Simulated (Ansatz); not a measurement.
Two shapes of singlet NO₂(-).

Shape 1:

```xyz
3

N     0.0191    0.0224   -0.4971
O    -0.0070    1.1057    0.2215
O    -0.0130   -1.0765    0.1540
```

Shape 2:

```xyz
3

N     0.0000    0.0000   -0.4201
O     0.0000    0.9763    0.1838
O     0.0000   -0.9763    0.1838
```

Basis set: cc-pVDZ (spherical functions). Frozen core: 3 orbitals. Charge -1, multiplicity 1.

Computed with Ansatz (development build ahead of 0.2.0); each method stands on the lowest determinant of its kind that the runs found.

(1) Which shape is lower in energy, and by how much in each method?

Results:

(1)

```json
{"method": "RHF", "E(2) − E(1) (eV)": "0.316"}
{"method": "RHF-MP2", "E(2) − E(1) (eV)": "1.323"}
```

Shape 1 is lower. Caution: no diffuse functions for an anion; no unrestricted run beside it, a lower state can exist.
